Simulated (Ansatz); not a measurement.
in.yaml

```yaml
crystal:
  periodic: [false, false, false]
  atoms:
    - {symbol: Si, position_ang: [0.000000, 0.000000, 0.230700]}
    - {symbol: P, position_ang: [0.000000, 0.000000, -2.685900]}
    - {symbol: H, position_ang: [0.000000, 0.000000, 2.455200]}
basis:
  gaussian: {orbitals: STO-3G}
correlation: {active_space: {ras: {orbitals: [5, 0, 4], electrons: 10, max_holes: 2, max_particles: 2}, fixed_orbitals: true}}
```

```sh
$ ansatz run in.yaml --threads 1 --pin off --events-out ev --progress --plain --max-ram 2393MiB
```

(1) Roughly how long does this take on 1 thread of Arm Neoverse V2, shared host, and how much host memory?

```
197 factors; integrals over basis functions are off by at most 2.4e-5 eV
mean field evaluation 1: about -16932.8827 eV, gradient 2.8e1 eV
mean field evaluation 2: about -16932.8909 eV, gradient 2.8e1 eV
mean field evaluation 4: about -16936.5221 eV, gradient 2.0e1 eV
mean field evaluation 8: about -16940.4032 eV, gradient 3.7e0 eV
mean field evaluation 16: about -16940.4823 eV, gradient 3.1e-3 eV
mean field evaluation 32: about -16941.0681 eV, gradient 2.5e-2 eV
mean field evaluation 64: about -16938.6736 eV, gradient 6.5e-1 eV
mean field evaluation 96: about -16939.0558 eV, gradient 7.0e-3 eV
mean field evaluation 128: about -16940.6584 eV, gradient 6.3e0 eV
mean field evaluation 160: about -16941.0522 eV, gradient 1.3e0 eV
mean field evaluation 192: about -16934.3160 eV, gradient 3.4e1 eV
mean field evaluation 224: about -16941.0610 eV, gradient 2.1e-1 eV
mean field evaluation 256: about -16939.2546 eV, gradient 2.9e0 eV
mean field evaluation 288: about -16940.7937 eV, gradient 2.4e0 eV
mean field -16941.06811710 eV, -622.5727702352 hartree, gradient 2.6e-6 eV, S^2 0.000000; 21 other end points of the search recorded, 0 dependent functions left out
reference -16941.06811710 eV, -622.5727702352 hartree; 15, 15 occupied and 4, 4 virtual orbitals, 197 factors
state -16946.08179920 eV, -622.7570196537 hartree
Total energy: -16946.08179920 eV, -622.7570196537 hartree
```

Natural occupations: 1.9905 1.9775 1.9679 1.8879 1.5390 0.4619 0.1112 0.0372 0.0268.

Answers

(1) 0.45 s wall and 0.18 GiB.
